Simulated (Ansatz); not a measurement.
Process, species as SMILES: [SiH3] (SiH3) → [SiH3-] (an electron is taken up)
B3LYP-D3(BJ)/def2-TZVP geometries, fixed; electronic energies without zero-point terms; positive where energy is released.

Effect of the final integration grid (spheres per factor e of radius in core and valence, angular degree) at PBE0/cc-pV(T+d)Z with Ansatz (an electronic-structure program), against the last row, where the adiabatic electron affinity is 1.12 eV. Open shells are unrestricted. The default's grid is 13, 11, 36.

| setting | largest shift of a total energy (mEh) | shift of the adiabatic electron affinity (eV) |
|---|---|---|
| accuracy: medium (default) | 0.000 | 0.000 |
| final_grid: 4, 3, 11 | 0.886 | -0.025 |
| final_grid: 6, 5, 17 | 0.002 | 0.000 |
| final_grid: 8, 7, 23 | -0.002 | 0.000 |
| final_grid: 10, 9, 29 | -0.001 | 0.000 |
| final_grid: 18, 15, 47 | 0.000 | 0.000 |
| final_grid: 26, 22, 59 | 0.000 | 0.000 |

Within 0.005 eV in the adiabatic electron affinity: accuracy: medium (default); final_grid: 6, 5, 17; final_grid: 8, 7, 23; final_grid: 10, 9, 29; final_grid: 18, 15, 47. The largest shift is 0.886 mEh in a total energy and 0.025 eV in the difference.
